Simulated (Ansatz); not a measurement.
Consider the isomerisation: `N/C=C1/CO1` → `C1=NCOC1`.

Gas-phase electronic energies from Ansatz, PBE0-D4/def2-TZVP geometries. CCSD(T)/CBS is the MP2 limit (def2-TZVPP, def2-QZVPP) plus CCSD(T) − MP2 in def2-TZVPP, frozen cores. Functionals use def2-TZVPP. B3LYP here is the variant with VWN-RPA as its local correlation; programs differ in this. HSE06 is defined as in plane-wave codes. One conformer a species, not always the lowest.

Question: Is it downhill or uphill in electronic energy at CCSD(T)/CBS, and by how much? (An estimate is asked.)

Answer: The calculation gave: Downhill: ΔE = -1.40 eV.

Question: What do these levels give: LDA (SPW92), BLYP-D4, B3LYP-D4, HSE06-D4, B2PLYP, PBE-QIDH, BHLYP, LC-ωPBE, HF/def2-SVP, CCSD/def2-SVP, HF/def2-TZVPP, CCSD/CBS(def2)? (An estimate is asked.)

Answer: Ansatz gave: LDA (SPW92) -1.23, BLYP-D4 -1.19, B3LYP-D4 -1.29, HSE06-D4 -1.30, B2PLYP -1.34, PBE-QIDH -1.42, BHLYP -1.44, LC-ωPBE -1.33, HF/def2-SVP -1.72, CCSD/def2-SVP -1.56, HF/def2-TZVPP -1.63, CCSD/CBS(def2) -1.43 eV.

Largest T1 diagnostic among the species: 0.013.

From PBE to PBE0 (25 % exact exchange), in def2-TZVPP and without D4, ΔE moves by −0.15 eV. The D4 term adds −0.03 eV with B3LYP and −0.02 eV with PBE0; it sums over pairs of atoms, weighted by their polarisabilities, and B3LYP, whose exchange is more repulsive, gets the larger term. In def2-TZVPP, CCSD(T) changes the Hartree–Fock value by +0.18 eV (the triples alone add +0.03 eV) and MP2 by +0.24 eV.
